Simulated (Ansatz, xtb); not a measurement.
# Isomers of C5H8F+ in order of energy

8 gas-phase structures of C5H8F+, from a drawn sample of its isomers (lower ones may exist). Each was relaxed with GFN2-xTB; where two conformers were screened, the lower at r2SCAN-D4/def2-SVP is listed:

A. `C[CH+]/C=C\CF`, a singlet
B. `C=C(C)[CH+]CF`, a singlet
C. `C[CH+]/C=C/CF`, a singlet
D. `C=C(F)[C+](C)C`, a singlet
E. `C=C[C+](C)CF`, a singlet
F. `C=C(F)[CH+]CC`, a singlet
G. `C=C[CH+]CCF`, a singlet
H. `C[C+](C)/C=C\F`, a singlet

Q: Which do you expect lowest at r2SCAN-D4/def2-SVP, and how would the others follow?

A: Calculated order at r2SCAN-D4/def2-SVP: H (0.0), D (7.8), A (11.3), C (14.2), E (14.4), F (21.6), G (22.2), B (22.5) kcal/mol. Less than 1 kcal/mol parts C and E; F and G; G and B, so the order within those pairs means little.

Energies above the lowest of each column, in kcal/mol; the last columns are at B3LYP-D3(BJ)/def2-SVP geometries and were run for some of them only (a dash: not run or not comparable):

```
structure  GFN2-xTB  HF/STO-3G  r2SCAN-D4/def2-SVP  B3LYP-D3(BJ)/def2-SVP  CCSD(T)/def2-SVP + ΔMP2/def2-TZVPP
        H       0.0        0.0                 0.0                    0.0                                 0.0
        D       6.7       15.4                 7.8                    7.7                                 6.5
        A       9.8       18.5                11.3                    9.5                                 9.5
        C      10.7       19.2                14.2                   12.4                                   –
        E      12.6       20.6                14.4                   12.9                                   –
        F      23.7       29.9                21.6                      –                                   –
        G      22.3       25.6                22.2                      –                                   –
        B      22.9       28.7                22.5                      –                                   –
```

Every level run on H puts it lowest or level with the lowest. Some further structures that were screened fall inside this span and aren't listed. Flexible structures stand in one conformer each, not always the lowest. Frequencies (GFN2-xTB) were run for A, D, H alone. ΔMP2 is the change of the MP2 energy from the smaller to the larger basis.

Over these structures GFN2-xTB departs from r2SCAN-D4/def2-SVP by 1.3 kcal/mol on average once a common shift is removed. A GFN2-xTB relaxation took about 0.094 s and the r2SCAN-D4/def2-SVP energy about 1.1 s on a shared host (Ansatz 0.2.0, xtb 6.7.1).
